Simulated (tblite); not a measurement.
Record of a relaxation.

CH5Al.
Numbering: `[CH3:1][AlH2:2]` (hydrogens: H3, H4, H5 on C1; H6, H7 on Al2)

Computed with GFN2-xTB (tblite), gas phase: L-BFGS steps from a force-field or distance-geometry start until the largest atomic force falls under 0.01 eV/Å. 14 of its 40 geometries are shown.

Step 0: E = -155.9562 eV, largest atomic force 1.071 eV/Å
```
atom  x, y, z in Å  |  force x, y, z in eV/Å
C1     -0.922   -0.045   -0.007    0.262   0.096  -0.077
Al2     1.042   -0.035   -0.147    0.540   0.219   0.899
H3     -1.295    0.632   -0.800   -0.339  -0.470   0.237
H4     -1.203    0.416    0.958   -0.053  -0.227  -0.328
H5     -1.347   -1.063   -0.057   -0.251   0.529  -0.130
H6      1.752    1.395   -0.066   -0.031  -0.469  -0.278
H7      1.977   -1.296    0.091   -0.129   0.322  -0.324
```

Step 3: E = -156.0735 eV, largest atomic force 0.293 eV/Å
```
atom  x, y, z in Å  |  force x, y, z in eV/Å
C1     -0.890   -0.041   -0.013   -0.041  -0.010   0.023
Al2     1.078   -0.017   -0.062   -0.189  -0.049   0.164
H3     -1.331    0.594   -0.787   -0.076  -0.003  -0.102
H4     -1.211    0.400    0.936   -0.071   0.040   0.110
H5     -1.372   -1.020   -0.071   -0.053  -0.063  -0.062
H6      1.757    1.357   -0.092    0.269   0.096  -0.066
H7      1.971   -1.268    0.061    0.161  -0.011  -0.067
```

Step 6: E = -156.0886 eV, largest atomic force 0.192 eV/Å
```
atom  x, y, z in Å  |  force x, y, z in eV/Å
C1     -0.902   -0.040   -0.009   -0.110   0.010   0.039
Al2     1.067   -0.017   -0.026    0.126   0.089  -0.114
H3     -1.345    0.585   -0.796    0.027   0.003   0.041
H4     -1.225    0.401    0.945   -0.125  -0.011  -0.029
H5     -1.383   -1.021   -0.081   -0.004  -0.028   0.028
H6      1.798    1.358   -0.106    0.064  -0.130   0.025
H7      1.994   -1.262    0.046    0.021   0.066   0.011
```

Step 9: E = -156.0951 eV, largest atomic force 0.228 eV/Å
```
atom  x, y, z in Å  |  force x, y, z in eV/Å
C1     -0.920   -0.039   -0.002    0.227  -0.023   0.006
Al2     1.073   -0.007   -0.028   -0.127  -0.058  -0.062
H3     -1.349    0.583   -0.796   -0.018   0.012   0.020
H4     -1.252    0.401    0.947   -0.128  -0.014  -0.011
H5     -1.388   -1.027   -0.082    0.016   0.030   0.035
H6      1.830    1.343   -0.108    0.058  -0.021   0.010
H7      2.009   -1.250    0.041   -0.029   0.074   0.002
```

Step 12: E = -156.0993 eV, largest atomic force 0.070 eV/Å
```
atom  x, y, z in Å  |  force x, y, z in eV/Å
C1     -0.917   -0.039    0.005   -0.025   0.025   0.010
Al2     1.070   -0.004   -0.035   -0.024  -0.018   0.027
H3     -1.351    0.581   -0.792    0.024  -0.013   0.002
H4     -1.284    0.398    0.945   -0.010  -0.019  -0.011
H5     -1.388   -1.027   -0.078    0.068   0.014   0.004
H6      1.858    1.328   -0.109    0.007   0.016  -0.016
H7      2.015   -1.233    0.037   -0.039  -0.005  -0.015
```

Step 15: E = -156.1002 eV, largest atomic force 0.088 eV/Å
```
atom  x, y, z in Å  |  force x, y, z in eV/Å
C1     -0.917   -0.035    0.007    0.007   0.003   0.011
Al2     1.066   -0.005   -0.032    0.052   0.071   0.007
H3     -1.348    0.580   -0.792   -0.007   0.019  -0.031
H4     -1.289    0.396    0.944   -0.033   0.022   0.041
H5     -1.378   -1.026   -0.077    0.022  -0.050  -0.012
H6      1.861    1.328   -0.112   -0.019  -0.027  -0.008
H7      2.009   -1.233    0.034   -0.024  -0.037  -0.008
```

Step 18: E = -156.1022 eV, largest atomic force 0.066 eV/Å
```
atom  x, y, z in Å  |  force x, y, z in eV/Å
C1     -0.919   -0.024    0.018    0.058  -0.027   0.015
Al2     1.064    0.006   -0.022    0.025   0.044  -0.018
H3     -1.341    0.578   -0.796   -0.041  -0.005   0.019
H4     -1.323    0.391    0.949   -0.031   0.032  -0.002
H5     -1.340   -1.032   -0.077   -0.017  -0.018  -0.026
H6      1.876    1.320   -0.122    0.012   0.030   0.003
H7      1.987   -1.235    0.023   -0.007  -0.057   0.010
```

Step 21: E = -156.1031 eV, largest atomic force 0.059 eV/Å
```
atom  x, y, z in Å  |  force x, y, z in eV/Å
C1     -0.915   -0.023    0.023   -0.039   0.010  -0.005
Al2     1.067    0.013   -0.022    0.004  -0.039  -0.005
H3     -1.343    0.576   -0.794   -0.003  -0.028   0.035
H4     -1.335    0.393    0.949    0.013  -0.019  -0.035
H5     -1.330   -1.035   -0.079    0.012   0.028   0.003
H6      1.881    1.323   -0.125    0.035   0.048   0.001
H7      1.978   -1.243    0.021   -0.021   0.000   0.006
```

Step 24: E = -156.1035 eV, largest atomic force 0.020 eV/Å
```
atom  x, y, z in Å  |  force x, y, z in eV/Å
C1     -0.915   -0.021    0.025    0.001   0.002  -0.010
Al2     1.069    0.015   -0.021    0.003   0.012  -0.004
H3     -1.344    0.573   -0.792   -0.013   0.004  -0.014
H4     -1.342    0.392    0.947    0.011  -0.014   0.008
H5     -1.321   -1.035   -0.080    0.000  -0.003   0.010
H6      1.887    1.328   -0.126    0.011  -0.005   0.005
H7      1.970   -1.248    0.020   -0.012   0.004   0.005
```

Step 27: E = -156.1037 eV, largest atomic force 0.033 eV/Å
```
atom  x, y, z in Å  |  force x, y, z in eV/Å
C1     -0.915   -0.019    0.024    0.028  -0.006  -0.005
Al2     1.069    0.019   -0.021   -0.018   0.027  -0.005
H3     -1.348    0.572   -0.793   -0.020   0.002  -0.001
H4     -1.345    0.388    0.948    0.007   0.015   0.010
H5     -1.315   -1.035   -0.078   -0.001  -0.017  -0.011
H6      1.895    1.328   -0.127    0.003  -0.015   0.006
H7      1.962   -1.248    0.020    0.002  -0.006   0.006
```

Step 30: E = -156.1039 eV, largest atomic force 0.026 eV/Å
```
atom  x, y, z in Å  |  force x, y, z in eV/Å
C1     -0.914   -0.019    0.021   -0.017   0.000   0.003
Al2     1.069    0.024   -0.024   -0.005  -0.014   0.001
H3     -1.356    0.571   -0.794   -0.008  -0.007   0.016
H4     -1.340    0.385    0.949    0.013   0.017  -0.008
H5     -1.314   -1.037   -0.078    0.020  -0.001  -0.016
H6      1.901    1.329   -0.124    0.001  -0.010   0.003
H7      1.957   -1.249    0.023   -0.004   0.016   0.002
```

Step 33: E = -156.1041 eV, largest atomic force 0.021 eV/Å
```
atom  x, y, z in Å  |  force x, y, z in eV/Å
C1     -0.915   -0.018    0.019   -0.013   0.007  -0.002
Al2     1.068    0.028   -0.025    0.013  -0.016   0.000
H3     -1.365    0.569   -0.792   -0.009   0.003  -0.002
H4     -1.335    0.386    0.949   -0.002  -0.004  -0.002
H5     -1.306   -1.039   -0.080    0.011   0.007   0.004
H6      1.908    1.327   -0.123   -0.003   0.000   0.001
H7      1.949   -1.248    0.026    0.003   0.004   0.001
```

Step 36: E = -156.1042 eV, largest atomic force 0.015 eV/Å
```
atom  x, y, z in Å  |  force x, y, z in eV/Å
C1     -0.915   -0.016    0.019    0.010   0.004  -0.003
Al2     1.068    0.028   -0.025   -0.006   0.006  -0.002
H3     -1.367    0.568   -0.792   -0.009   0.002   0.000
H4     -1.337    0.385    0.949   -0.004   0.001   0.001
H5     -1.302   -1.039   -0.080    0.001   0.000   0.001
H6      1.911    1.327   -0.123   -0.003  -0.002   0.001
H7      1.947   -1.248    0.026    0.011  -0.010   0.002
```

Step 39: E = -156.1042 eV, largest atomic force 0.005 eV/Å
```
atom  x, y, z in Å  |  force x, y, z in eV/Å
C1     -0.915   -0.015    0.017    0.001   0.000   0.000
Al2     1.068    0.028   -0.026   -0.004   0.003   0.000
H3     -1.372    0.569   -0.792    0.001  -0.001   0.002
H4     -1.337    0.385    0.949    0.001   0.000  -0.001
H5     -1.299   -1.039   -0.080    0.000   0.001   0.000
H6      1.911    1.326   -0.122    0.000  -0.001   0.000
H7      1.948   -1.249    0.027    0.002  -0.002   0.000
```

Task: Summarise the path.

Result: The energy falls by 0.1480 eV from step 0 to step 39; nine tenths of that is first reached at step 7. It never rises by more than 0.2 meV. The largest force goes from 1.071 to 0.005 eV/Å. Among the bonds Al2–H6 changes most, from 1.598 to 1.551 Å; the atoms move by 0.116 Å rms after alignment.

Task: Follow the three bonds and two angles with the largest change from start to end.

Result: 
| step | E above end (eV) | largest force (eV/Å) | Al2–H6 (Å) | Al2–H7 (Å) | C1–Al2 (Å) | C1–Al2–H6 (°) | H3–C1–H5 (°) |
| --- | --- | --- | --- | --- | --- | --- | --- |
| 0 | 0.1480 | 1.071 | 1.598 | 1.588 | 1.969 | 116.4 | 113.7 |
| 2 | 0.0358 | 0.385 | 1.530 | 1.541 | 1.974 | 116.8 | 108.3 |
| 3 | 0.0307 | 0.293 | 1.533 | 1.542 | 1.968 | 117.0 | 107.7 |
| 5 | 0.0198 | 0.326 | 1.552 | 1.549 | 1.961 | 118.0 | 106.6 |
| 7 | 0.0138 | 0.148 | 1.559 | 1.556 | 1.977 | 119.0 | 106.7 |
| 8 | 0.0114 | 0.182 | 1.555 | 1.557 | 1.986 | 119.5 | 106.9 |
| 10 | 0.0068 | 0.174 | 1.547 | 1.557 | 1.995 | 121.0 | 106.8 |
| 12 | 0.0049 | 0.070 | 1.550 | 1.553 | 1.988 | 121.7 | 106.5 |
| 14 | 0.0044 | 0.057 | 1.553 | 1.551 | 1.984 | 121.6 | 106.5 |
| 15 | 0.0040 | 0.088 | 1.554 | 1.550 | 1.983 | 121.7 | 106.6 |
| 17 | 0.0026 | 0.097 | 1.552 | 1.547 | 1.983 | 122.2 | 106.9 |
| 19 | 0.0016 | 0.059 | 1.546 | 1.549 | 1.983 | 122.8 | 106.9 |
| 20 | 0.0014 | 0.069 | 1.545 | 1.551 | 1.983 | 122.9 | 106.8 |
| 22 | 0.0008 | 0.042 | 1.548 | 1.553 | 1.983 | 122.9 | 106.5 |
| 24 | 0.0007 | 0.020 | 1.551 | 1.552 | 1.984 | 123.0 | 106.5 |
| 25 | 0.0006 | 0.023 | 1.551 | 1.551 | 1.985 | 123.1 | 106.5 |
| 27 | 0.0005 | 0.033 | 1.552 | 1.551 | 1.985 | 123.3 | 106.6 |
| 29 | 0.0003 | 0.026 | 1.551 | 1.552 | 1.985 | 123.6 | 106.6 |
| 31 | 0.0002 | 0.028 | 1.551 | 1.553 | 1.984 | 123.9 | 106.5 |
| 32 | 0.0001 | 0.030 | 1.551 | 1.553 | 1.984 | 124.1 | 106.5 |
| 34 | 0.0001 | 0.011 | 1.551 | 1.551 | 1.984 | 124.3 | 106.5 |
| 36 | 0.0000 | 0.015 | 1.551 | 1.550 | 1.984 | 124.3 | 106.6 |
| 37 | 0.0000 | 0.015 | 1.551 | 1.550 | 1.985 | 124.2 | 106.6 |
| 39 | 0.0000 | 0.005 | 1.551 | 1.551 | 1.985 | 124.2 | 106.6 |

The cost below is that of the whole relaxation. On an Arm Neoverse V2 with one thread, shared host with 32 logical CPUs at a one-minute load of 18, this took under 0.1 s.
